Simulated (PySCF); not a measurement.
# C5H9F: spin-spin couplings

Aim: predict the spin-spin couplings of C5H9F (`CC(C)=C(C)F`).

The runs use PySCF 2.14.0, with density-fitted response routines of our own; the level of theory stands in each step. All values are computed, except where a source is named. Atoms count from 0, in the outputs and in this text.

**1. Starting geometry**

15 atoms, charge 0, multiplicity 1; geometry from: GFN2-xTB.

Bonds of the start (Å): C0–C1 1.50, C1–C2 1.50, C1–C3 1.33, C3–C4 1.49, C3–F5 1.37, C0–H6 1.09, C0–H7 1.09, C0–H8 1.09, C2–H9 1.09, C2–H10 1.08, C2–H11 1.09, C4–H12 1.09, C4–H13 1.08, C4–H14 1.09.

**2. J couplings: B3LYP/pcJ-1**

What the job is given:

```
{"job": {"kind": "j", "xc": "B3LYP", "basis": "pcJ-1"}, "charge": 0, "multiplicity": 1}
C     -1.821391    -0.637356    -0.175995
C     -0.457833    -0.029030    -0.028305
C     -0.436276     1.467270     0.068010
C      0.645869    -0.765631     0.001516
C      2.074229    -0.345473     0.118866
F      0.530659    -2.125861    -0.078855
H     -2.335254    -0.193260    -1.027674
H     -1.761598    -1.711624    -0.322095
H     -2.416992    -0.439604     0.715216
H     -1.222250     1.800756     0.743024
H      0.513167     1.843558     0.434005
H     -0.633175     1.906352    -0.910418
H      2.690391    -1.046535    -0.440850
H      2.226303     0.652774    -0.277960
H      2.399738    -0.368346     1.159604
```

Method: B3LYP/pcJ-1 indirect spin-spin coupling, non-relativistic, gas phase.

Predict these results of the whole session: largest coupling of the table (B3LYP/pcJ-1).

**Answer**, as computed:

| quantity | value |
| --- | --- |
| largest coupling of the table (B3LYP/pcJ-1) | 1J(C,F) C3–F5, -306.0 Hz |

**Reading.** In the run at B3LYP/pcJ-1, the largest coupling of the table is C3–F5, -306.0 Hz, of which the Fermi-contact term gives -310.9 Hz.
